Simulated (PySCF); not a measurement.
One molecule, one basis, several functionals.

Compound: lithium sodium, NaLi.
Z-matrix (Å and degrees, PBE0-D3(BJ)/def2-SVP geometry), rows numbered from 1:
```
Li
Na  1  2.9738
```

PySCF, def2-SVPD basis, density fitting, gas phase, PBE0-D3(BJ)/def2-SVP geometry; singlet excitations by full TDDFT with frozen cores, triplets by Tamm–Dancoff TDDFT and ionisation energies by ΔSCF, from the lowest of the holes tried. One functional is left out:

| functional | exact exchange (%) | HOMO energy (eV) | LUMO energy (eV) | lowest singlet excitation (eV) | lowest triplet excitation (eV) | dipole moment (D) | mean polarisability (au) | vertical ionisation energy (eV) |
| --- | --- | --- | --- | --- | --- | --- | --- | --- |
| LDA | 0 | -3.17 | -1.86 | 1.92 | 0.98 | 0.235 | 230.5 | 5.22 |
| PBE | 0 | -3.13 | -1.81 | 1.94 | 0.88 | 0.176 | 232.5 | 5.15 |
| PBE0 | 25 | -3.63 | -1.34 | 1.95 | 0.88 | 0.315 | 236.3 | 5.06 |
| BHandHLYP | 50 | -4.04 | -0.88 | 2.00 | 1.01 | 0.121 | 225.2 | 5.04 |

Q: Predict the row of B3LYP (20 % exact exchange) by straight lines through the other rows, and check it.

A: 
```tsv
property	line	computed	computed − line	PBE0 (25 %), for comparison
HOMO energy (eV)	-3.51	-3.54	-0.03	-3.63
LUMO energy (eV)	-1.45	-1.49	-0.04	-1.34
lowest singlet excitation (eV)	1.95	1.97	+0.02	1.95
lowest triplet excitation (eV)	0.94	0.99	+0.05	0.88
dipole moment (D)	0.210	0.004	-0.206	0.315
mean polarisability (au)	231.0	224.3	-6.7	236.3
vertical ionisation energy (eV)	5.11	5.22	+0.11	5.06
```
